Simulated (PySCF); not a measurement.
# Gas-phase XPS of SiEtH3, computed

SiEtH3, C2H8Si.
Cartesian coordinates in Å at the PBE0-D3(BJ)/def2-SVP level; atoms count from 1:
```xyz
11
C2H8Si angstrom
Si    -0.3082   -0.4275   -1.3805
C     -0.2783   -0.4111    0.5058
C      0.5221    0.7406    1.1061
H      0.1224   -1.3824    0.8441
H     -1.3248   -0.3812    0.8560
H      0.5073    0.7172    2.2071
H      1.5776    0.7074    0.7924
H      0.1218    1.7189    0.7951
H      1.0851   -0.4753   -1.9264
H     -0.9669    0.8096   -1.9068
H     -1.0580   -1.6162   -1.8930
```

The calculation used PySCF 2.14.0, delta-SCF UKS SCAN, pcX-2 on the ionised atom, pcseg-1 elsewhere, spin-free X2C. Binding energies are ΔSCF values: E(core-ionised, relaxed orbitals) − E(ground state) at a fixed geometry, referred to the vacuum level.

Question: List the computed XPS lines with their assignment.

Answer: 
```
atom(s)                     environment     level  binding energy (eV)  2p1/2 (eV)  above the level's lowest (eV)  count
    Si1     silicon bonded to C and 3 H     Si 1s              1846.30           –                           0.00      1
     C3      carbon bonded to C and 3 H      C 1s               290.77           –                          +0.45      1
     C2  carbon bonded to C, Si and 2 H      C 1s               290.32           –                           0.00      1
    Si1     silicon bonded to C and 3 H  Si 2p3/2               106.54      107.16                           0.00      1
```

The listed C 1s values span 0.45 eV, from C2 (bonded to C, 2 H and Si) to C3 (bonded to C and 3 H).

Question: Which photon wavelength matches the C 1s of C3 threshold?

Answer: λ = hc/E = 12398.42 eV Å / 290.77 eV = 42.640 Å.

Question: Give the binding energy of C 1s of C3 in hartree and in kJ/mol.

Answer: 290.77 eV = 10.6856 Eh = 28055 kJ/mol.

The 2p values add to the ΔSCF energy of one spin-free hole a correction within the shell (spin–orbit coupling, ligand field). 2p1/2 minus 2p3/2 (ligand field included): Si 0.62 eV. Geometry: PBE0-D3(BJ)/def2-SVP; no solvent, vibrations or thermal averaging.
